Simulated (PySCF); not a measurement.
**Vertical excitation energies**

Compound: MgO (singlet state).
Cartesian coordinates in Å at the PBE0-D3(BJ)/def2-TZVP level; atoms count from 1:
```
atom  x, y, z in Å
O1     0.930   -0.043    0.008
Mg2   -0.801    0.010   -0.015
```

The calculation used TDDFT CAM-B3LYP/aug-cc-pVTZ, vertical, gas phase, core orbitals frozen in the response in PySCF 2.14.0, density-fitted response routines. Isolated species at its PBE0-D3(BJ)/def2-TZVP geometry, gas phase.

Question: Predict the UV-vis stick spectrum at this level.

Answer: 

```json
{"state": "S1", "E (eV)": "0.73", "E (hartree)": "0.0267", "f": "0.0025", "symmetry": "Π", "main configurations (H = HOMO, L = LUMO)": "H-1/H→L (97%)"}
{"state": "S2", "E (eV)": "0.73", "E (hartree)": "0.0267", "f": "0.0025", "symmetry": "Π", "main configurations (H = HOMO, L = LUMO)": "H-1/H→L (97%)"}
{"state": "S3", "E (eV)": "2.94", "E (hartree)": "0.1082", "f": "0.144", "symmetry": "Σ+", "main configurations (H = HOMO, L = LUMO)": "H-2→L (82%)"}
{"state": "S4", "E (eV)": "4.43", "E (hartree)": "0.1628", "f": "0.0000", "symmetry": "–", "main configurations (H = HOMO, L = LUMO)": "H-1/H→L+1/L+2 (≥81%)"}
{"state": "S5", "E (eV)": "4.49", "E (hartree)": "0.1650", "f": "0.0000", "symmetry": "–", "main configurations (H = HOMO, L = LUMO)": "H-1/H→L+1/L+2 (≥71%)"}
{"state": "S6", "E (eV)": "4.49", "E (hartree)": "0.1650", "f": "0.0000", "symmetry": "–", "main configurations (H = HOMO, L = LUMO)": "H-1/H→L+1/L+2 (≥71%)"}
{"state": "S7", "E (eV)": "5.19", "E (hartree)": "0.1908", "f": "0.108", "symmetry": "Π", "main configurations (H = HOMO, L = LUMO)": "H-2→L+1/L+2 (≥79%)"}
{"state": "S8", "E (eV)": "5.19", "E (hartree)": "0.1908", "f": "0.108", "symmetry": "Π", "main configurations (H = HOMO, L = LUMO)": "H-2→L+1/L+2 (≥79%)"}
{"state": "S9", "E (eV)": "5.55", "E (hartree)": "0.2038", "f": "0.257", "symmetry": "Σ+", "main configurations (H = HOMO, L = LUMO)": "H-1/H→L+1/L+2 (≥75%), H-2→L (14%)"}
```

Triplets (Tamm–Dancoff): T1 0.25 eV, H-1/H→L (≥95%); T2 0.25 eV, H-1/H→L (≥95%); T3 0.50 eV, H-2→L (96%).

The lowest singlet level (S1/S2) lies at 0.73 eV (1705 nm, near infrared) and is very weak. The most intense listed level is S9 at 5.55 eV (224 nm, f = 0.257), 4.82 eV above S1. It is the last of those listed, so stronger ones may follow. S1/S2, S5/S6 and S7/S8 lie within about 0.01 eV of each other in each set; the point group C∞v has degenerate representations, and within a degenerate level the listed configurations can mix freely. Löwdin shares by element: HOMO (one of a set within 0.03 eV) oxygen 85%, magnesium 15%; LUMO magnesium 73%, oxygen 27%. The listed states span 4.82 eV, and the widest gap between neighbours is 2.22 eV (S2 to S3). Weighted by f, the mean energy of these states is 4.78 eV. Orbital energies (eV): HOMO-3 -23.58, HOMO-2 -8.12, HOMO-1 -7.55, HOMO -7.55, LUMO -2.81, LUMO+1 -0.13, LUMO+2 -0.13. S3 lies in the visible range (380 to 750 nm), at 421 nm, f = 0.144; light of that wavelength is violet, and its complementary colour is yellow-green. Symmetry labels in C∞v follow from the direction of the transition dipole and are given only for states with f of 0.002 or more. Orbitals of the list HOMO-3 to LUMO+2 that lie within 0.01 eV of each other are written together with a slash and their weights summed (≥ marks a lower bound); for degenerate orbitals outside that list single weights are arbitrary. Only the lowest 10 singlets were computed, as vertical energies without vibronic structure. The highest level found (5.66 eV, f 0.121 so far) is left out, since the window may have cut off a degenerate partner.

Hardware: one thread of an Arm Neoverse N1, no GPU, on a shared host. Cost: 3.7 s, 0.31 GiB resident at most.
